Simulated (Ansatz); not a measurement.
P4⁻, relaxed as a doublet with UKS B3LYP-D4/def2-TZVPD in Ansatz, starting from the GFN2-xTB geometry. Force threshold 0.02 eV/Å.

Another isomer (doublet) lies 1.38 eV lower at PBE0-D4/def2-TZVPD; other spin states weren't run for this one.

Start:

```xyz
4

P    -2.143   -0.488   -1.328
P    -0.188   -0.447   -0.997
P     0.189    0.449    0.995
P     2.142    0.486    1.330
```

| step | energy (eV) | largest force component (eV/Å) | SCF passes |
| --- | --- | --- | --- |
| 1 | -37158.7216 | 1.143 | 22 |
| 2 | -37158.8191 | 0.671 | 28 |
| 3 | -37158.8954 | 0.564 | 30 |
| 4 | -37158.9206 | 0.051 | 27 |
| 5 | -37158.9214 | 0.020 | 25 |
| 6 | -37158.9215 | 0.007 | 26 |
| 7 | -37158.9215 | 0.002 | 18 |
| 8 | -37158.9215 | 0.001 | 17 |
| 9 | -37158.9216 | 0.030 | 29 |
| 10 (rejected) | -37158.9126 | 0.545 | 33 |
| 11 | -37158.9230 | 0.020 | 27 |
| 12 | -37158.9235 | 0.073 | 29 |
| 13 (rejected) | -37158.9190 | 0.449 | 33 |
| 14 | -37158.9255 | 0.058 | 28 |
| 15 | -37158.9271 | 0.201 | 25 |
| 16 | -37158.9327 | 0.154 | 31 |
| 17 | -37158.9346 | 0.043 | 33 |
| 18 (rejected) | -37158.9341 | 0.084 | 30 |
| 19 | -37158.9362 | 0.019 | 28 |

Force components are those of the run's own axes.

End:

```tsv
atom	x (Å)	y (Å)	z (Å)
P1	-2.068	-0.870	-1.125
P2	-0.268	-0.115	-1.300
P3	0.316	0.891	0.940
P4	2.020	0.094	1.486
```

By distances, no bond broke or formed. The bond that changes most is P2–P3, from 2.22 to 2.52 Å (atoms count from 1).

The force fell under the threshold at step 5, but the optimiser went on and released 0.015 eV more. No frequencies were taken in this run, so the end may be a saddle point.

Run time 53 s (4 threads of Arm Neoverse V1 on a shared host), peak host memory 0.58 GiB.
